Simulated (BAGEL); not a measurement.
**C2H2N2S (1,2,4-thiadiazole) at 4 levels**

We compute a comparison of 4 runs (HF/6-31G*, B3LYP/6-31G*, PBE0/6-31G*, RI-MP2/6-31G*) of C2H2N2S (1,2,4-thiadiazole). 

Program for the calculation: BAGEL 1.2.2.

19 further runs of the same task are left out: 3 that didn't finish, 16 set aside as unsound or not needed.

### Step 1. The system as given

C2H2N2S has 7 atoms, charge 0, and is taken as a singlet. SMILES: `c1ncsn1`. The shape is that of a GFN2-xTB optimisation.

Bond lengths: C1–N2 1.345 Å, N2–C3 1.290 Å, C3–S4 1.731 Å, C1–N5 1.303 Å, S4–N5 1.629 Å, C1–H6 1.074 Å, C3–H7 1.070 Å. Angles: C1–N2–C3 109.1°, N2–C1–N5 118.5°, N2–C3–S4 112.0°, C3–S4–N5 90.7°, C1–N5–S4 109.6°, N2–C1–H6 120.7°, N5–C1–H6 120.8°, N2–C3–H7 124.7°, S4–C3–H7 123.2°.

### Step 2. The energy at HF/6-31G(d) (density fitting with qzvpp-jkfit, spherical functions) (run 1)

Contents of hf.json:

```json
{ "bagel": [

{
  "title": "molecule",
  "basis": "6-31gs.json",
  "df_basis": "qzvpp-jkfit",
  "angstrom": true,
  "geometry": [
    { "atom": "C", "xyz": [      -0.504350,       0.880340,       0.312680 ] },
    { "atom": "N", "xyz": [       0.334000,       0.013070,       0.907970 ] },
    { "atom": "C", "xyz": [       0.663290,      -0.904110,       0.062900 ] },
    { "atom": "S", "xyz": [      -0.087800,      -0.666760,      -1.478600 ] },
    { "atom": "N", "xyz": [      -0.830250,       0.675820,      -0.932190 ] },
    { "atom": "H", "xyz": [      -0.896470,       1.722480,       0.852000 ] },
    { "atom": "H", "xyz": [       1.321580,      -1.720830,       0.275230 ] }
  ]
},

{
  "title": "hf"
},

{
  "title": "print",
  "file": "orbitals.molden",
  "orbitals": true
}

]}
```

The basis set 6-31G* is read from a file made from the Basis Set Exchange's data (not shown).

The run is started by

```bash
$ BAGEL_NUM_THREADS=1 BAGEL hf.json > hf.out
```

Log:

```text
* using 1 threads per process

  ===============================================================
  ===============================================================

  *** Geometry ***

  { "atom" : "C", "xyz" : [     -0.953083,      1.663601,      0.590880 ] },
  { "atom" : "N", "xyz" : [      0.631169,      0.024699,      1.715815 ] },
  { "atom" : "C", "xyz" : [      1.253436,     -1.708520,      0.118864 ] },
  { "atom" : "S", "xyz" : [     -0.165918,     -1.259994,     -2.794149 ] },
  { "atom" : "N", "xyz" : [     -1.568945,      1.277115,     -1.761584 ] },
  { "atom" : "H", "xyz" : [     -1.694083,      3.255015,      1.610047 ] },
  { "atom" : "H", "xyz" : [      2.497424,     -3.251897,      0.520109 ] },

  Number of auxiliary basis functions:      468

  Since a DF basis is specified, we compute 2- and 3-index integrals:
    o Being stored without compression. Storage requirement is 0.023 GB

  Number of basis functions:       78
  Number of electrons      :       44

    * METHOD: MOLECULE                             0.18

  *** RHF ***

  === Nuclear Repulsion ===
   211.1165717220

      * DIIS with orbital gradients will be used.

  === RHF iteration (6-31gs.json) ===
      0       -583.06994369          0.01948685           0.04
      1       -583.19206412          0.01360510           0.04
      2       -583.27494481          0.00212455           0.04
[... 14 lines of this table left out ...]
     17       -583.27919971          0.00000001           0.04
    * SCF iteration converged.

    * Permanent dipole moment:
           (   -0.400777,     0.567290,     0.000671) a.u.

    * METHOD: HF                                   0.76

    * METHOD: PRINT                                0.01

  ===============================================================
```

It took 1.1 s on 1 thread of AMD EPYC 9R45 (Zen 5), shared host; peak memory 0.1 GiB.

### Step 3. A single-point energy at B3LYP/6-31G(d) (density fitting with qzvpp-jkfit, spherical functions) (run 2)

Contents of calc.json:

```json
{ "bagel" : [

{
  "title" : "molecule",
  "basis" : "6-31gs.json",
  "df_basis" : "qzvpp-jkfit",
  "angstrom" : "true",
  "geometry" : [
    { "atom" : "C", "xyz" : [      -0.504350,       0.880340,       0.312680 ] },
    { "atom" : "N", "xyz" : [       0.334000,       0.013070,       0.907970 ] },
    { "atom" : "C", "xyz" : [       0.663290,      -0.904110,       0.062900 ] },
    { "atom" : "S", "xyz" : [      -0.087800,      -0.666760,      -1.478600 ] },
    { "atom" : "N", "xyz" : [      -0.830250,       0.675820,      -0.932190 ] },
    { "atom" : "H", "xyz" : [      -0.896470,       1.722480,       0.852000 ] },
    { "atom" : "H", "xyz" : [       1.321580,      -1.720830,       0.275230 ] }
  ]
},

{ "title" : "ks", "xc_func" : "b3lyp" },

{ "title" : "print", "file" : "orbitals.molden", "orbitals" : "true" }

]}
```

The basis set 6-31G* is read from a file made from the Basis Set Exchange's data (not shown).

The run is started by

```bash
$ BAGEL_NUM_THREADS=1 BAGEL calc.json > calc.out
```

Log:

```text
* using 1 threads per process

  ===============================================================
  ===============================================================

  *** Geometry ***

[... 20 lines left out ...]
    * Removing 14171 points whose weight is below 1.00e-10
[... 2 lines left out ...]
  === Nuclear Repulsion ===
   211.1165717220

       - DIIS with orbital gradients will be used.

  === KS iteration (b3lyp / 6-31gs.json) ===
      0       -557.61634789          0.16530853           0.24
      1       -553.68310475          0.18222931           0.26
      2       -535.51130028          0.20967774           0.27
[... 17 lines of this table left out ...]
     20       -585.07728637          0.00000001           0.22
    * SCF iteration converged.

    * Permanent dipole moment:
           (   -0.328259,     0.494398,     0.056093) a.u.

    * METHOD: KS                                   5.42

    * METHOD: PRINT                                0.01

  ===============================================================
```

It took 6 s on 1 thread of AMD EPYC 9R45 (Zen 5), shared host; peak memory 0.35 GiB.

### Step 4. The energy at PBE0/6-31G(d) (density fitting with qzvpp-jkfit, spherical functions) (run 3)

Contents of job.json:

```json
{ "bagel": [

{
  "title": "molecule",
  "basis": "6-31gs.json",
  "df_basis": "qzvpp-jkfit",
  "angstrom": "true",
  "geometry": [
    { "atom": "C", "xyz": [   -0.504350,    0.880340,    0.312680 ] },
    { "atom": "N", "xyz": [    0.334000,    0.013070,    0.907970 ] },
    { "atom": "C", "xyz": [    0.663290,   -0.904110,    0.062900 ] },
    { "atom": "S", "xyz": [   -0.087800,   -0.666760,   -1.478600 ] },
    { "atom": "N", "xyz": [   -0.830250,    0.675820,   -0.932190 ] },
    { "atom": "H", "xyz": [   -0.896470,    1.722480,    0.852000 ] },
    { "atom": "H", "xyz": [    1.321580,   -1.720830,    0.275230 ] }
  ]
},
{ "title": "ks", "xc_func": "pbe0" },
{ "title": "print", "file": "orbitals.molden", "orbitals": "true" }

]}
```

The basis set 6-31G* is read from a file made from the Basis Set Exchange's data (not shown).

The run is started by

```bash
$ BAGEL_NUM_THREADS=1 BAGEL job.json > job.out
```

Log:

```text
* using 1 threads per process

  ===============================================================
  ===============================================================

  *** Geometry ***

[... 20 lines left out ...]
    * Removing 14171 points whose weight is below 1.00e-10
[... 2 lines left out ...]
  === Nuclear Repulsion ===
   211.1165717220

       - DIIS with orbital gradients will be used.

  === KS iteration (pbe0 / 6-31gs.json) ===
      0       -557.24614059          0.16499382           0.21
      1       -554.07176224          0.18097669           0.21
      2       -536.24377233          0.20693269           0.21
[... 18 lines of this table left out ...]
     21       -584.71741389          0.00000001           0.22
    * SCF iteration converged.

    * Permanent dipole moment:
           (   -0.332617,     0.497598,     0.050538) a.u.

    * METHOD: KS                                   5.26

    * METHOD: PRINT                                0.01

  ===============================================================
```

Wall time 5.7 s (1 thread of AMD EPYC 9R45 (Zen 5), shared host); peak memory 0.35 GiB.

### Step 5. A single-point energy at RI-MP2/6-31G(d) (density fitting with qzvpp-jkfit, spherical functions) (run 4)

Contents of job.json:

```json
{ "bagel" : [

{
  "title" : "molecule",
  "basis" : "6-31gs.json",
  "df_basis" : "qzvpp-jkfit",
  "angstrom" : "true",
  "geometry" : [
    { "atom" : "C", "xyz" : [   -0.504350,    0.880340,    0.312680 ] },
    { "atom" : "N", "xyz" : [    0.334000,    0.013070,    0.907970 ] },
    { "atom" : "C", "xyz" : [    0.663290,   -0.904110,    0.062900 ] },
    { "atom" : "S", "xyz" : [   -0.087800,   -0.666760,   -1.478600 ] },
    { "atom" : "N", "xyz" : [   -0.830250,    0.675820,   -0.932190 ] },
    { "atom" : "H", "xyz" : [   -0.896470,    1.722480,    0.852000 ] },
    { "atom" : "H", "xyz" : [    1.321580,   -1.720830,    0.275230 ] }
  ]
},
{
  "title" : "hf"
},
{
  "title" : "mp2",
  "ncore" : 9
}

]}
```

The basis set 6-31G* is read from a file made from the Basis Set Exchange's data (not shown).

The run is started by

```bash
$ BAGEL_NUM_THREADS=1 BAGEL job.json > job.out
```

Log:

```text
* using 1 threads per process

  ===============================================================
  ===============================================================

  *** Geometry ***

[... 31 lines left out ...]
    * SCF iteration converged.
[... 1 line left out ...]
    * Permanent dipole moment:
[... 2 lines left out ...]
    * METHOD: HF                                   0.77

  *** RHF ***

  === Nuclear Repulsion ===
   211.1165717220

      * DIIS with orbital gradients will be used.

  === RHF iteration (6-31gs.json) ===
      0       -583.27919971          0.00000000           0.04
    * SCF iteration converged.

    * Permanent dipole moment:
           (   -0.400777,     0.567290,     0.000671) a.u.

  === DF-MP2 calculation ===

    * freezing 9 orbitals
    * 3-index integral transformation done
    * assembly done

      MP2 correlation energy:   -0.6936615247      0.02

      MP2 total energy:       -583.9728612316

    * METHOD: MP2                                  0.11

  ===============================================================
```

Wall time 1.3 s (1 thread of AMD EPYC 9R45 (Zen 5), shared host); peak memory 0.11 GiB.

### Step 6. Overview of the runs

| run | level | frozen core orbitals | energy (Eh) | dipole moment (D) | HOMO energy (eV) | LUMO energy (eV) | wall time |
| --- | --- | --- | --- | --- | --- | --- | --- |
| 1 | HF/6-31G* (density fitting with qzvpp-jkfit, spherical functions) | – | -583.279200 | 1.77 | -10.31 | 2.60 | 1.1 s |
| 2 | B3LYP/6-31G* (density fitting with qzvpp-jkfit, spherical functions) | – | -585.077286 | 1.52 | -7.74 | -1.31 | 6 s |
| 3 | PBE0/6-31G* (density fitting with qzvpp-jkfit, spherical functions) | – | -584.717414 | 1.53 | -8.03 | -1.17 | 5.7 s |
| 4 | RI-MP2/6-31G* (density fitting with qzvpp-jkfit, spherical functions) | 9 | -583.972861 | – | – | – | 1.3 s |

### Step 7. Summary of results

```
                                          quantity          value
                               run 4: total energy  -583.97286 Eh
run 4: correlation energy (9 core orbitals frozen)     -693.7 mEh
```

**Reading.** Over runs 1, 2, 3 the dipole moment (its size) runs from 1.52 D (B3LYP/6-31G*) to 1.77 D (HF/6-31G*). Over runs 1, 2, 3 the HOMO–LUMO gap runs from 6.43 eV (B3LYP/6-31G*) to 12.91 eV (HF/6-31G*). Exact exchange widens orbital gaps. Totals of different functionals can't be ranked against each other. All runs together took 14 s, the longest 6 s.
